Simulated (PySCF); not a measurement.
# How methods differ on the ionisation energy of H

H 1s1 (2S) → H⁺ (bare nucleus), as a difference of total energies. Calculation: PySCF 2.14, in aug-cc-pVTZ (4s3p2d, 23 functions); the non-relativistic Hamiltonian (point nucleus). The calculations carry no spin-orbit coupling.

```json
{"method": "UHF", "ionisation energy (eV)": "13.601", "difference from reference (eV)": "+0.003"}
{"method": "LDA", "ionisation energy (eV)": "13.021", "difference from reference (eV)": "-0.577"}
{"method": "PBE", "ionisation energy (eV)": "13.600", "difference from reference (eV)": "+0.002"}
{"method": "PBE0", "ionisation energy (eV)": "13.637", "difference from reference (eV)": "+0.039"}
{"method": "r2SCAN", "ionisation energy (eV)": "13.606", "difference from reference (eV)": "+0.008"}
{"method": "MN15", "ionisation energy (eV)": "13.569", "difference from reference (eV)": "-0.029"}
{"method": "r2SCAN0", "ionisation energy (eV)": "13.603", "difference from reference (eV)": "+0.005"}
{"method": "TPSSh", "ionisation energy (eV)": "13.605", "difference from reference (eV)": "+0.007"}
{"method": "wB97X-V", "ionisation energy (eV)": "13.622", "difference from reference (eV)": "+0.024"}
```

Reference: 13.598 eV (theoretical estimate listed by NIST; NIST Atomic Spectra Database, ionization energies).
